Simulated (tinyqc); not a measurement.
Harmonic frequencies on the B3LYP (VWN-RPA form)/sto-6g surface (energies and gradients from PySCF), for H2O, spin multiplicity 1, step by step. One step of it, computed by the program tinyqc.

Question. One row of the Hessian: 3Hy. Displace 3Hy by +/-0.01 bohr; H(k, :) = (g(+) - g(-)) / (2 delta).

optimised positions (bohr):
```
            x          y          z
1O   0.015746  -0.010889  -0.189097
2H  -0.064947   1.489045   1.034373
3H  -0.020701  -1.411993   1.148390
```

gradient at +delta (hartree/bohr):
```
              x            y            z
1O  -0.00002648  -0.00271411   0.00154822
2H  -0.00001752  -0.00036025   0.00052457
3H   0.00004107   0.00307312  -0.00207222
```

gradient at -delta (hartree/bohr):
```
              x            y            z
1O   0.00001849   0.00269353  -0.00148762
2H   0.00001820   0.00033493  -0.00053014
3H  -0.00003940  -0.00302998   0.00201815
```

Give: row of the Hessian.

Answer.

row of the Hessian (hartree/bohr^2): 1Ox -0.002248, 1Oy -0.270382, 1Oz 0.151792, 2Hx -0.001786, 2Hy -0.034759, 2Hz 0.052735, 3Hx 0.004024, 3Hy 0.305155, 3Hz -0.204519
